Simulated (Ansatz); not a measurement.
**1T (CdI2-type) HfS2**

These are HSE06+SOC (PAW; Ansatz, an electronic-structure program) values and carry that method's errors.

Numerical settings: plane-wave cutoff 460 eV, 9×9×4 k mesh (along the axes of the cell as run), Fermi–Dirac smearing 0.01 eV, PAW data made under PBE.

Cell: measured lattice: a = b = 3.6350 Å, c = 5.8370 Å, α = β = 90.00°, γ = 120.00°.

band gap: 1.84 eV (indirect)
smallest direct gap on the k points sampled: 2.77 eV

Measured, for comparison: band gap 1.8 eV (temperature not stated, not corrected to a static lattice, fundamental, indirect, our sources range from 1.80 to 1.96; as tabulated in Rybak et al. (2022), arXiv:2210.12074).

Note: cell and atoms aren't relaxed at this level (pressure 1.4 GPa).
